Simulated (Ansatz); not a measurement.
1T (CdI2-type) CdI2, treated with PBEsol (plane waves, PAW; Ansatz, an electronic-structure program).

Rigid layers of the crystal as relaxed at this level are moved apart or together:

| run | k mesh | layer repeat (Å) | energy against free layers (meV/Å²) | gap on the mesh (eV) |
|---|---|---|---|---|
| 1 | 12×12×6 | 6.54 | -0.50 | 2.122 |
| 2 | 12×12×6 | 6.69 | -1.48 | 2.255 |
| 3 | 12×12×6 | 6.84 | -1.92 | 2.304 |
| 4 | 12×12×6 | 7.04 | -2.01 | 2.323 |
| 5 | 12×12×6 | 7.34 | -1.65 | 2.343 |
| 6 | 12×12×6 | 7.84 | -0.89 | 2.381 |
| 7 | 12×12×4 | 8.84 | -0.22 | 2.427 |
| 8 | 12×12×4 | 10.84 | -0.01 | 2.447 |

The lowest energy of these points lies at a layer repeat of 7.04 Å.

Spin–orbit coupling is not included.

Note: the cell comes from a level without a dispersion term, which matters for the spacing of layers, chains or molecules.
